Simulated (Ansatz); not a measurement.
A nudged elastic band was laid between two geometries of BH6N + FH (10 atoms, charge 0, multiplicity 1).

Theory: RKS PBE-D4/def2-SVP in Ansatz 0.2.0.

- movable images: 5
- climbing image: yes
- spring: 5.0 eV/Å²
- optimiser: quadratic models (default)
- start path: through a guess of the saddle point
- force threshold: 0.05 eV/Å
- iteration limit: 60
- end points: relaxed

Initial state:

```xyz
10
Properties=species:S:1:pos:R:3
B -0.624 -0.126 -0.680
H 0.021 0.840 -1.149
H -0.251 -1.201 -1.134
H -1.822 0.093 -0.822
H 0.756 -0.079 0.991
N -0.280 -0.139 0.910
H 1.363 0.538 -0.738
F 2.134 0.410 -0.158
H -0.611 -0.999 1.368
H -0.686 0.663 1.412
```

Final state:

```xyz
10
Properties=species:S:1:pos:R:3
B -0.969 -0.936 -0.376
H 0.903 2.552 -0.597
H -0.939 -2.148 -0.433
H -1.244 -0.236 -1.326
H 1.074 -0.318 0.168
N -0.641 -0.312 0.847
H 1.215 1.847 -0.606
F 1.851 -0.315 -0.385
H -0.513 -0.833 1.718
H -0.736 0.697 0.991
```

(1) Which bonds break or form, and what moves?

(2) Give the energies along the band, and the barrier.

(3) What is the geometry of the highest image?

(4) What are the harmonic wavenumbers there?

Results:

(1) Bonds broken: B1–H2, H5–N6, H7–F8. Bonds formed: H2–H7, H5–F8. BH6N + FH becomes BH4N + FH + H2.

(2) The forces met the threshold. The highest image is number 1 of 0 to 6, 19.3 kcal/mol above the first end and 10.1 kcal/mol above the last; the last end lies 9.2 kcal/mol above the first. A vibrational analysis at the climbing image gives one clearly imaginary mode, 450i cm⁻¹: a first-order saddle point. The orbitals stay closed-shell, which can raise the energy where a bond breaks towards radicals; this wasn't checked here.

```csv
image,path coordinate (Å),energy (kcal/mol),B1–H2 (Å),H5–N6 (Å),H7–F8 (Å)
0,0.00,0.0,1.25,1.04,0.97
1,1.15,19.3,1.45,1.40,1.54
2,2.21,12.4,2.41,1.80,2.12
3,3.27,10.7,3.33,1.85,2.23
4,4.33,10.0,3.87,1.86,2.25
5,5.39,9.5,3.99,1.86,2.26
6,6.45,9.2,3.96,1.84,2.26
```

(3) 
```xyz
10
Properties=species:S:1:pos:R:3:forces:R:3
B -0.648 -0.205 -0.563 0.02 0.00 -0.01
H 0.244 0.608 -1.375 0.00 0.01 0.01
H -0.506 -1.284 -1.106 0.00 0.00 0.01
H -1.576 0.503 -0.922 0.00 -0.01 0.00
H 1.054 0.211 0.778 0.02 0.00 -0.01
N -0.286 -0.176 0.914 0.00 -0.01 0.00
H 0.909 0.513 -0.841 -0.03 -0.01 -0.01
F 1.967 0.477 0.281 -0.02 -0.01 0.02
H -0.302 -1.106 1.347 -0.01 0.00 -0.01
H -0.856 0.457 1.486 0.01 0.01 0.00
```

(4) 450i, 89, 403, 457, 613, 660, 727, 777, 909, 962, 988, 1080, 1096, 1150, 1285, 1318, 1513, 1565, 1898, 2483, 2577, 3094, 3456, 3538 cm⁻¹.

Time of the run: 42 s on 2 threads of AMD EPYC 9B45 (Zen 5), on a shared host, peak memory 0.16 GiB.
